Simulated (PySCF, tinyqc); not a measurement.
RHF in the sto-3g basis, for HF, spin multiplicity 1, step by step. The lowest restricted solution is unstable here: a spin-polarised one lies 0.1431 hartree lower (PySCF). One step of it, computed by the program tinyqc.

Task: Iteration 3: building the Fock matrix. J_ij = sum D_kl (ij|kl), K_ij = sum D_kl (ik|jl); F = H + J - 0.5 K; E = tr D H + tr D J / 2 - 0.25 tr D K + E_nn.

D after iteration 2, lower triangle:
```
            1F 1s      1F 2s    1F 2px    1F 2py    1F 2pz     2H 1s
1F 1s    2.120029
1F 2s   -0.504400   2.119968
1F 2px   0.000000   0.000000  2.000000
1F 2py   0.000000   0.000000  0.000000  2.000000
1F 2pz   0.001332  -0.006887  0.000000  0.000000  1.984712
2H 1s   -0.001505   0.000457  0.000000  0.000000  0.070358  0.002495
```

core Hamiltonian H = T + V (hartree), lower triangle:
```
             1F 1s       1F 2s     1F 2px     1F 2py     1F 2pz      2H 1s
1F 1s   -40.321627
1F 2s    -9.460260  -10.799824
1F 2px    0.000000    0.000000  -8.491377
1F 2py    0.000000    0.000000   0.000000  -8.491377
1F 2pz   -0.003978   -0.049776   0.000000   0.000000  -8.509484
2H 1s    -0.273940   -0.732120   0.000000   0.000000  -0.575697  -3.133224
```

Two-electron integrals (ij|kl) in chemists' order, unique and non-zero (hartree):
```
(11|11) 5.403501   (21|11) 0.841920   (21|21) 0.156299   (22|11) 1.268028
(22|21) 0.292344   (22|22) 0.926167   (31|31) 0.027998   (32|31) 0.043169
(32|32) 0.204588   (33|11) 1.264502   (33|21) 0.292403   (33|22) 0.925959
(33|33) 0.997514   (41|41) 0.027998   (42|41) 0.043169   (42|42) 0.204588
(43|43) 0.053770   (44|11) 1.264502   (44|21) 0.292403   (44|22) 0.925959
(44|33) 0.889973   (44|44) 0.997514   (51|51) 0.027998   (52|51) 0.043169
(52|52) 0.204588   (53|53) 0.053770   (54|54) 0.053770   (55|11) 1.264502
(55|21) 0.292403   (55|22) 0.925959   (55|33) 0.889973   (55|44) 0.889973
(55|55) 0.997514   (61|11) 0.024471   (61|21) 0.004507   (61|22) 0.008386
(61|33) 0.008377   (61|44) 0.008377   (61|51) 0.000172   (61|52) 0.000325
(61|55) 0.008405   (61|61) 0.000131   (62|11) 0.074228   (62|21) 0.017396
(62|22) 0.063207   (62|33) 0.062342   (62|44) 0.062342   (62|51) 0.001154
(62|52) 0.009829   (62|55) 0.064874   (62|61) 0.000509   (62|62) 0.005821
(63|31) 0.001671   (63|32) 0.010541   (63|53) 0.002018   (63|63) 0.000817
(64|41) 0.001671   (64|42) 0.010541   (64|54) 0.002018   (64|64) 0.000817
(65|11) 0.057518   (65|21) 0.013636   (65|22) 0.053154   (65|33) 0.051186
(65|44) 0.051186   (65|51) 0.002355   (65|52) 0.017444   (65|55) 0.057033
(65|61) 0.000410   (65|62) 0.006020   (65|65) 0.006969   (66|11) 0.296280
(66|21) 0.070504   (66|22) 0.295704   (66|33) 0.290078   (66|44) 0.290078
(66|51) 0.003931   (66|52) 0.048614   (66|55) 0.306900   (66|61) 0.002057
(66|62) 0.038338   (66|65) 0.047015   (66|66) 0.774606
```

nuclear repulsion = 2.66961597 hartree

Give: Coulomb J; exchange K; Fock matrix F; total energy of this density.

Result:

Coulomb J (hartree), lower triangle:
```
          1F 1s    1F 2s  1F 2px  1F 2py  1F 2pz   2H 1s
1F 1s   20.8709
1F 2s    3.9990   9.9066
1F 2px   0.0000   0.0000  9.8981
1F 2py   0.0000   0.0000  0.0000  9.8981
1F 2pz  -0.0002  -0.0001  0.0000  0.0000  9.8973
2H 1s    0.1154   0.6527  0.0000  0.0000  0.5397  2.9612
```

exchange K (hartree), lower triangle:
```
          1F 1s    1F 2s  1F 2px  1F 2py  1F 2pz   2H 1s
1F 1s   11.1051
1F 2s    1.9446   3.2257
1F 2px   0.0000   0.0000  2.6591
1F 2py   0.0000   0.0000  0.0000  2.6591
1F 2pz   0.0001  -0.0015  0.0000  0.0000  2.6524
2H 1s    0.0603   0.2109  0.0000  0.0000  0.1634  0.0377
```

Fock matrix F (hartree), lower triangle:
```
           1F 1s    1F 2s  1F 2px  1F 2py   1F 2pz    2H 1s
1F 1s   -25.0032
1F 2s    -6.4335  -2.5060
1F 2px    0.0000   0.0000  0.0772
1F 2py    0.0000   0.0000  0.0000  0.0772
1F 2pz   -0.0042  -0.0491  0.0000  0.0000   0.0616
2H 1s    -0.1887  -0.1848  0.0000  0.0000  -0.1177  -0.1909
```

total energy of this density = -97.926614 hartree
